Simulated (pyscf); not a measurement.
HB=NH (SMILES B=N) + HF (SMILES F) -> HN=B–F (SMILES N=BF) + H₂ (SMILES [H][H]), a four-centre exchange (singlet surface; B–H, F–H broken, B–F, H–H formed). Optimised with ωB97X-D3(BJ)/def2-SVP in PySCF. Energies in kcal/mol from the separated reactants.

AM1 to PM7: differences of heats of formation from MOPAC, which are fitted to 298 K values and so differ in kind from electronic energies by zero-point and thermal terms. 

In single points PM3 puts the saddle at 53.8 kcal/mol and the reaction energy at -35.0 kcal/mol. Should these be trusted to within a few kcal/mol? Compare with ωB97M-D3(BJ)/def2-TZVP.

ωB97M-D3(BJ)/def2-TZVP gives ΔE‡ = 40.0 kcal/mol and ΔE = -15.4 kcal/mol. PM3 lies 13.9 kcal/mol over it in the barrier and 19.6 kcal/mol under it in the reaction energy, so on this step it does not hold to within 3.0 kcal/mol. ωB97M-D3(BJ)/def2-TZVP has limits of its own. The same reactants have a lower exit, to H₂N–BH–F (barrier +6.6 kcal/mol at ωB97M-D3(BJ)/def2-TZVP, against +40.0 kcal/mol here). This is the saddle that the search found; another between the same sides may lie lower.
